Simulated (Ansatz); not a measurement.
A nudged elastic band was laid between two geometries of CH₆AlN (9 atoms, charge 0, multiplicity 1).

The calculation used Ansatz 0.2.0, RKS PBE0/def2-SVP.

```
movable images  : 7
climbing image  : yes
spring          : 5.0 eV/Å²
optimiser       : quadratic models (default)
start path      : through a guess of the saddle point
force threshold : 0.03 eV/Å
iteration limit : 60
end points      : relaxed
```

First end point:

```xyz
9
Properties=species:S:1:pos:R:3
Al 0.451 -0.093 -0.071
N 0.786 0.132 1.659
H 0.095 0.301 2.382
H 1.711 0.095 2.075
H 1.716 -0.361 -1.000
C -1.382 -0.023 -0.748
H -1.703 -1.016 -1.111
H -2.111 0.302 0.012
H -1.463 0.663 -1.608
```

Last end point:

```xyz
9
Properties=species:S:1:pos:R:3
Al 0.533 0.594 -1.082
N 1.010 0.001 1.022
H 0.392 0.471 1.689
H 0.861 -1.003 1.150
H 1.971 0.203 1.296
C -1.368 0.019 -0.684
H -1.446 -1.036 -0.351
H -1.828 0.634 0.116
H -2.026 0.117 -1.565
```

(1) What changes between the two ends?

(2) Give the energies along the band, and the barrier.

(3) What is the geometry of the highest image?

Answers

(1) Bonds broken: Al1–H5. Bonds formed: N2–H5.

(2) It converged. The highest image is number 2 of 0 to 8, 2.98 eV above the first end and 1.54 eV above the last; the last end lies 1.44 eV above the first. The profile has 2 maxima (images 2, 5) with wells between them (image 3): this band takes more than one step, which may be the mechanism or a detour left from its start path. Neighbouring images differ by up to 2.4 eV, so the band resolves the path poorly. A vibrational analysis at the climbing image gives one clearly imaginary mode, 1421i cm⁻¹: a first-order saddle point. The orbitals stay closed-shell, which can raise the energy where a bond breaks towards radicals; this wasn't checked here.

```tsv
image	path coordinate (Å)	energy (eV)	Al1–H5 (Å)	N2–H5 (Å)
0	0.00	0.00	1.59	2.86
1	1.09	0.55	1.57	2.44
2	2.18	2.98	1.72	1.46
3	3.31	1.45	2.69	1.02
4	4.43	1.53	2.75	1.02
5	5.55	2.08	2.80	1.02
6	6.68	1.95	2.76	1.02
7	7.80	1.45	2.76	1.02
8	8.92	1.44	2.81	1.02
```

(3) 
```xyz
9
Properties=species:S:1:pos:R:3
Al 0.450 0.461 -0.480
N 0.869 0.030 1.343
H 0.379 -0.499 2.079
H 1.651 0.530 1.766
H 1.724 -0.422 0.256
C -1.454 0.051 -0.806
H -1.613 -1.039 -0.711
H -2.095 0.542 -0.053
H -1.813 0.346 -1.804
```

Run time: 7.8 min on 1 thread of Arm Neoverse V1, on a shared host, peak memory 0.17 GiB.
